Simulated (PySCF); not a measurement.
Process, species as SMILES: ClCl (Cl2) + [H][H] (H2) → 2 Cl (HCl)
B3LYP-D3(BJ)/def2-TZVP geometries, fixed; electronic energies without zero-point terms.

Basis-set convergence of the energy of full hydrogenation at HF with PySCF. All functions are spherical. Density fitting with generated auxiliary sets. In sets without p functions on hydrogen, species with hydrogen take exact integrals. No added dispersion term, no relativity. Functions are those of the species that has most. Reference: the value in pcseg-4, -51.15 kcal/mol, itself unsure by roughly 0.11 kcal/mol (its mean distance from aug-pcseg-3, aug-cc-pV(Q+d)Z, cc-pV(5+d)Z). Deviations are taken from unrounded values.

| basis | functions | energy of full hydrogenation (kcal/mol) | minus reference (kcal/mol) |
|---|---|---|---|
| pcseg-0 | 26 | -49.32 | 1.82 |
| def2-SVPD | 54 | -61.10 | -9.95 |
| pcseg-2 | 68 | -52.50 | -1.35 |
| def2-TZVPP | 84 | -51.87 | -0.72 |
| def2-TZVPD | 92 | -51.25 | -0.11 |
| aug-pcseg-2 | 100 | -51.60 | -0.46 |
| pcseg-3 | 128 | -51.30 | -0.15 |
| def2-QZVPP | 140 | -51.31 | -0.17 |
| cc-pV(5+d)Z | 200 | -51.22 | -0.07 |

The smallest set listed that lies within 1 kcal/mol of the reference with all its larger relatives (same family, alike in diffuse functions; a set with none counts only in the reference's own line) is def2-TZVPP (84 functions, -0.72 kcal/mol off). Inside, with no larger relative to test it: cc-pV(5+d)Z. (Relatives not listed, tested too: def2-TZVPPD -0.85, def2-QZVP -0.17, def2-QZVPPD -0.18, aug-pcseg-3 -0.03, pcseg-4 0.00 kcal/mol.)
